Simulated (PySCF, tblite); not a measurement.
Compound: C₄H₃N₂ (charge -1).
Bonds: N1–C2 (triple), C2–C3, C3–C4, C4–C5, C5–N6 (triple). Hydrogens: H7 on C3; H8, H9 on C4.
Bond orders are those of one Lewis drawing.

Computed with GFN2-xTB (tblite), gas phase: Langevin dynamics at 400 K from the optimised GFN2-xTB geometry, time step 0.5 fs, friction 0.01 fs⁻¹, 2000 steps. Over the second half of the run the saved frames average 381 K.

Frame at 250 fs, instantaneous temperature 375 K:
```
atom  x, y, z in Å
N1     -2.769   -0.979    0.008
C2     -1.756   -0.507   -0.348
C3     -0.535    0.012   -0.652
C4      0.563   -0.138    0.297
C5      1.737   -0.706   -0.294
N6      2.573   -1.230   -0.888
H7     -0.362    0.739   -1.471
H8      0.124   -0.653    1.165
H9      0.993    0.776    0.691
```

Frame at 425 fs, instantaneous temperature 349 K:
```
atom  x, y, z in Å
N1     -2.554   -1.543   -0.653
C2     -1.496   -1.001   -0.812
C3     -0.373   -0.315   -1.150
C4      0.602    0.286   -0.164
C5      1.603   -0.658    0.210
N6      2.363   -1.515    0.383
H7      0.213   -0.781   -1.939
H8     -0.011    0.293    0.769
H9      1.122    1.262   -0.359
```

Frame at 625 fs, instantaneous temperature 348 K:
```
atom  x, y, z in Å
N1     -2.846   -0.938   -0.149
C2     -1.804   -0.694   -0.591
C3     -0.558   -0.286   -1.001
C4      0.410    0.440    0.013
C5      1.292   -0.536    0.530
N6      2.021   -1.457    0.608
H7     -0.047   -0.960   -1.662
H8     -0.302    0.674    0.878
H9      0.928    1.226   -0.528
```

Frame at 800 fs, instantaneous temperature 293 K:
```
atom  x, y, z in Å
N1     -3.128    0.112   -0.012
C2     -2.024   -0.012   -0.355
C3     -0.684   -0.082   -0.676
C4      0.083    0.617    0.488
C5      1.075   -0.399    0.700
N6      1.880   -1.161    0.448
H7     -0.278   -0.126   -1.692
H8     -0.463    0.824    1.385
H9      0.704    1.429    0.141
```

Frame at 1000 fs, instantaneous temperature 378 K:
```
atom  x, y, z in Å
N1     -3.463    0.399    0.298
C2     -2.307    0.415   -0.053
C3     -1.063    0.815   -0.502
C4      0.153    0.891    0.413
C5      0.785   -0.356    0.087
N6      1.254   -1.329   -0.306
H7     -0.876    0.489   -1.506
H8     -0.270    1.057    1.362
H9      0.853    1.645   -0.008
```

Q: What do single points at PBE0/pcSseg-1 (PySCF, gas phase) give on these frames?

A: 
```tsv
t (fs)	GFN2-xTB E above start (eV)	DFT E above lowest frame (eV)	HOMO (eV)	LUMO (eV)
250	0.31	0.00	0.13	5.00
425	0.35	0.11	-0.14	5.01
625	0.40	0.27	0.03	4.60
800	0.53	0.54	0.21	4.88
1000	0.36	0.39	0.14	5.05
```

The two levels order the frames alike by energy but for pairs within 0.08 eV at one level; measured from each level's lowest frame they differ by 0.34 eV at most. The HOMO–LUMO gap runs from 4.57 to 5.15 eV. These are instantaneous structures, not minima. An orbital of positive energy is held in place by the finite basis.

Q: And the isotropic GIAO shieldings (ppm) from the same runs?

A: 
| atom | 250 fs | 425 fs | 625 fs | 800 fs | 1000 fs | mean | range |
| --- | --- | --- | --- | --- | --- | --- | --- |
| N1 | -26.3 | -45.2 | -27.0 | -11.9 | -58.4 | -33.8 | 46.5 |
| C2 | 42.2 | 39.1 | 44.0 | 43.5 | 34.0 | 40.6 | 10.0 |
| C3 | 182.7 | 173.1 | 160.5 | 168.6 | 164.0 | 169.8 | 22.2 |
| C4 | 165.2 | 165.5 | 160.5 | 163.4 | 167.2 | 164.4 | 6.7 |
| C5 | 53.6 | 50.1 | 42.7 | 51.3 | 56.6 | 50.9 | 13.9 |
| N6 | -10.7 | -12.9 | -47.8 | -32.7 | -17.3 | -24.3 | 37.1 |
| H7 | 31.2 | 31.5 | 31.5 | 30.1 | 31.3 | 31.1 | 1.4 |
| H8 | 28.5 | 28.1 | 28.0 | 30.7 | 29.5 | 29.0 | 2.7 |
| H9 | 29.0 | 28.8 | 28.0 | 28.4 | 28.3 | 28.5 | 1.0 |

The cost below is that of the whole dynamics run. Time: 6.1 s. Hardware: an Arm Neoverse V1 with one thread, on a shared host.
